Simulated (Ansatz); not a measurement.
C2H2FNO can be A, `N=C=C(O)F`, or B, `FC1=NCO1`.

Isolated molecules relaxed with PBE0-D4/def2-TZVP in Ansatz; ΔE leaves out vibrations. CCSD(T)/CBS adds triple-zeta CCSD(T) − MP2 to the extrapolated MP2 energy (def2 sets, frozen cores). DFT in def2-TZVPP. B3LYP here is the variant with VWN-RPA as its local correlation; programs differ in this. One conformer a species, not always the lowest.

(1) Which isomer does CCSD(T)/CBS put lower? Give the gap. (Estimate.)

(2) Give E(B) − E(A) in kJ/mol with B3LYP, ωB97M-V, B3LYP-D4, PBE-D4, LDA (SPW92), CCSD(T)/def2-TZVPP, r2SCAN-D4. (Best estimate.)

(3) Does the order hold for the free energy at 298.15 K (harmonic terms from PBE0-D4)? (Best estimate.)

Largest T1 diagnostic: 0.014.

## Answers

(1) Ansatz gave: B, by 62.3 kJ/mol.

(2) Ansatz gave: B3LYP -39.5, ωB97M-V -63.1, B3LYP-D4 -40.7, PBE-D4 -52.2, LDA (SPW92) -62.1, CCSD(T)/def2-TZVPP -66.1, r2SCAN-D4 -58.9. None reverses the order clearly.

(3) The calculation gave: Yes: G(B) − G(A) = -51.8 kJ/mol, for one conformer each.

Leaving LDA and LC-ωPBE aside and taking each functional with its dispersion term where it has one, the values, not all of them listed here, spread over 51.9 kJ/mol, from PBE-QIDH to BLYP-D4. LDA lies −10.5 kJ/mol from PBE without D4. From BLYP to BHLYP (50 % exact exchange), in def2-TZVPP and without D4, E(B) − E(A) moves by −28.1 kJ/mol.
